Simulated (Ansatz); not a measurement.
Mulliken charges of `[Li][O]` radical from r2SCAN/def2-TZVPP in Ansatz (PBE0-D4/def2-TZVP geometry).

| atom | x (Å) | y (Å) | z (Å) | charge (e) |
| --- | --- | --- | --- | --- |
| Li1 | 0.000 | 0.000 | -0.057 | 0.689 |
| O2 | 0.000 | 0.000 | 1.623 | -0.689 |

Task: By hand: the dipole of these point charges (1 e Å = 4.8032 D).

Result: Σ q r = (0.000, 0.000, -1.158) e Å, of length 1.158 e Å = 5.56 D.

Task: How does the dipole of the full density compare? (Estimate.)

Result: The calculation gave: (0.000, 0.000, -1.340) e Å, 6.44 D; the point charges give 0.86 times that, at 0° from its direction.

Point charges leave out the atoms' own dipoles, such as those of lone pairs, and Mulliken's split depends on the basis, so the close match here is no proof of good charges.
